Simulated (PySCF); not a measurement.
An unknown is described by computed data only.

Formula: C4HNO.

* Couplings: largest of the computed one-bond spin–spin couplings (means over like bonds): 13C–13C +226.2, 13C–1H +208.1, 13C–13C +175.7, 13C–13C +92.9, 17O–13C +30.4, 15N–13C -21.9 Hz [B3LYP/pcJ-1]
* 1H NMR: chemical shifts (computed TMS as zero) by class: 9.25 (1 H) ppm [GIAO PBE0/pcSseg-1]
* 13C NMR: chemical shifts (computed TMS as zero) by class: 177.9 (1 C), 110.5 (1 C), 75.2 (1 C), 71.2 (1 C) ppm [GIAO PBE0/pcSseg-1]
* Rotational structure: rotational constants A, B, C: 54.766, 1.342, 1.309 GHz [PBE0-D3(BJ)/def2-SVP]
* Dipole: 2.64 D [CAM-B3LYP/def2-SVPD]
* Valence photoelectron: vertical ionisation energy: 11.28 eV [ΔSCF CAM-B3LYP/def2-SVPD]
* Triplet: lowest triplet excitation (Tamm–Dancoff): 3.08 eV [TDA CAM-B3LYP/def2-SVPD]
* UV, strongest line: among the 10 lowest singlet transitions: S7 at 7.27 eV (171 nm, f = 0.637) [TDDFT CAM-B3LYP/def2-SVPD]
* NMR, other nuclei: isotropic shieldings of nuclei other than C and H, by class: -69 (1 N), -460 (1 O) ppm [GIAO PBE0/pcSseg-1]
* Polarisability: 58.5 au [CAM-B3LYP/def2-SVPD]

The electronic properties come from PySCF, for the isolated species, density fitting. Levels stand in brackets. Geometry: PBE0-D3(BJ)/def2-SVP; no solvent, vibrations or thermal averaging. Each NMR value is the plain mean over a class of atoms that symmetry, rotation or inversion makes alike.

**Question.** Propose a structure and show how it fits.

**Answer.** Numbering: `[N:1]#[C:2][C:3]#[C:4][CH:5]=[O:6]`. Its formula, C4HNO, gives 5 degrees of unsaturation: 0 rings and 5 π bonds in the structure found. 4 carbons fall into 4 classes; from least to most shielded: aldehyde carbon [C5] (177.9 ppm), nitrile carbon [C2] (110.5 ppm), alkyne carbon [C4] (75.2 ppm), alkyne carbon [C3] (71.2 ppm). The one hydrogen (9.25 ppm): formyl hydrogen. The other shieldings belong to: -69 ppm, nitrile nitrogen [N1]; -460 ppm, aldehyde oxygen [O6]. The couplings run between: +226.2 Hz, alkyne carbon [C3] and alkyne carbon [C4]; +208.1 Hz, aldehyde carbon [C5] and its hydrogen; +175.7 Hz, nitrile carbon [C2] and alkyne carbon [C3]; +92.9 Hz, alkyne carbon [C4] and aldehyde carbon [C5]; +30.4 Hz, aldehyde oxygen [O6] and aldehyde carbon [C5]; -21.9 Hz, nitrile nitrogen [N1] and nitrile carbon [C2]. The first electron is taken from the HOMO, whose largest Löwdin shares are 0.66 on the aldehyde oxygen, 0.14 on the aldehyde carbon, 0.08 on an alkyne carbon and 0.07 on the formyl hydrogen. The optimised geometry has point group Cs and is an asymmetric top. Structure: `N#CC#CC=O`. The assignments are read from this structure; whether some other isomer fits the data as well wasn't checked.
